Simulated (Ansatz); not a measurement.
A run of Ansatz (development build ahead of 0.2.0) on doublet OF at this shape:

```yaml
atoms:
  - { symbol: O, position_ang: [0.0000, 0.0000, 0.7447] }
  - { symbol: F, position_ang: [0.0000, 0.0000, -0.7447] }
```

Its results:

- Converged: yes
- Reference energy: -171.77317 hartree
- CCSD correlation energy: -0.08531 hartree
- Triples correction: -0.00101 hartree
- Total energy: -171.85949 hartree
- Spin squared of the determinant: 0.750

Question: Which input gives this output? Name the method, the orbitals and the basis set, and write the input.

Answer: ROHF-CCSD(T) in STO-3G.

```yaml
crystal:
  periodic: [false, false, false]
  atoms:
    - { symbol: O, position_ang: [0.0, 0.0, 0.7447] }
    - { symbol: F, position_ang: [0.0, 0.0, -0.7447] }
basis:
  gaussian: { orbitals: STO-3G }
magnetization:
  initial_magnetization: 1
hamiltonian:
  xc: hf
correlation:
  method: ccsd_t
  frozen_orbitals: { F: 1, O: 1 }
```
